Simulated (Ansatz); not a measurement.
Tetrafluoroethylene, C2F4, relaxed with RKS PBE-D4/def2-SVP in the Gaussian-basis code of Ansatz from a rough embedded geometry. The force threshold is 0.03 eV/Å; the program also tests the step.

Total charge 0; spin multiplicity 1.

Start:

```xyz
6

F    -1.800   -0.170    0.215
C    -0.449   -0.480    0.056
F    -0.081   -1.779   -0.006
C     0.427    0.503   -0.087
F     0.121    1.777    0.056
F     1.782    0.149   -0.234
```

Q: By how much does the energy fall, and how many steps does the optimiser take? (An estimate is asked.)

A: Ansatz gave: 8.14 kcal/mol, in 3 steps.

Q: Which bonds change most? (Best estimate.)

A: Computed: C4–F6 from 1.409 to 1.325 Å; F1–C2 from 1.395 to 1.324 Å; C2–F3 from 1.352 to 1.324 Å; C2–C4 from 1.325 to 1.344 Å.

Q: Give the relaxed structure. (Best estimate.)

A: Computed: 
```xyz
6

F    -1.754   -0.237    0.224
C    -0.464   -0.483    0.052
F    -0.169   -1.772   -0.018
C     0.463    0.485   -0.049
F     0.173    1.775    0.013
F     1.752    0.233   -0.222
```
